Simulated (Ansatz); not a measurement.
`C=C=C(C)O` + H₂ → `C=C=CO` + CH₄ at 700 K and 1 bar (hydrogenolysis of a C–C bond).

Isolated molecules relaxed with PBE0-D4/def2-TZVP in Ansatz; ΔE leaves out vibrations. CCSD(T)/CBS is the MP2 limit (def2-TZVPP, def2-QZVPP) plus CCSD(T) − MP2 in def2-TZVPP, frozen cores. This one scheme is used for every species. One conformer a species, not always the lowest.

| species | CCSD(T)/CBS energy (Eh) | H − E (kJ/mol) | S (J/(mol·K)) |
| --- | --- | --- | --- |
| `C=C=C(C)O` | -230.92705 | 305.8 | 422.3 |
| H₂ | -1.17544 | 46.8 | 155.3 |
| `C=C=CO` | -191.65809 | 214.7 | 362.1 |
| CH₄ | -40.46206 | 145.9 | 224.0 |

H − E and S are ideal-gas, rigid-rotor, harmonic terms from PBE0-D4/def2-TZVP, for one conformer and one mirror image of each species. For small species the MP2-based limit differs from directly extrapolated CCSD(T) by up to some mEh (0.8 for H₂); such offsets cancel only in part. 1 Eh = 2625.50 kJ/mol, R = 8.31446 J/(mol·K).

Question: By hand: ΔE, ΔH, ΔS and ΔG.

Answer: ΔE = (-191.65809) + (-40.46206) − (-230.92705) − (-1.17544) = -0.01766 Eh = -46.4 kJ/mol. Δ(H − E) = 214.7 + 145.9 − 305.8 − 46.8 = 8.0, so ΔH = -38.4 kJ/mol. ΔS = 362.1 + 224.0 − 422.3 − 155.3 = 8.5 J/(mol·K). ΔG = -38.4 − 700 × (8.5)/1000 = -44.4 kJ/mol.

Question: By hand: the equilibrium constant, and the temperature at which ΔG would vanish if ΔH and ΔS stayed fixed.

Answer: log₁₀ K = −ΔG/(RT ln 10) = 3.3. ΔH and −TΔS have one sign here, so there is no such temperature.

The number of gas molecules stays the same, so ΔS is small and ΔH decides. A doubt of 5 kJ/mol in ΔE shifts log₁₀ K by 0.4 here. Other conformers and mirror images would add mixing entropy, several J/(mol·K) or more a flexible species. These are equilibria of isolated gas molecules and say nothing of rates. Largest T1 diagnostic: 0.013 (customary marks: 0.02 for closed shells, 0.045 for open ones).

ΔS is within the doubt of such terms, so its sign, and with it that verdict, could turn.
